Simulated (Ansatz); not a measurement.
Results of PBEsol (PAW; Ansatz, a first-principles code) for rock-salt ZrC.

Numerical settings: plane-wave cutoff 560 eV, 16×16×16 k mesh, Fermi–Dirac smearing 0.1 eV, perturbation theory, scalar-relativistic PAW data made under PBE.

Computed at the level's own relaxed cell.

```
ZrC
1.0
    0.00000     2.33454     2.33454
    2.33454     0.00000     2.33454
    2.33454     2.33454     0.00000
Zr C
1 1
Direct
  0.00000   0.00000   0.00000
  0.50000   0.50000   0.50000
```

Harmonic phonon frequencies (cm⁻¹; i marks an imaginary mode):

```csv
q point,frequencies
Γ,0 0 0 443 443 443
X,214 214 269 470 470 544
U,?
L,?
W,246 246 252 519 519 594
```

Q: Some entries are withheld; supply them.

A: 
- U, frequencies: 211 256 264 499 541 579
- L, frequencies: 190 190 329 528 528 665

No imaginary mode appears at these points.
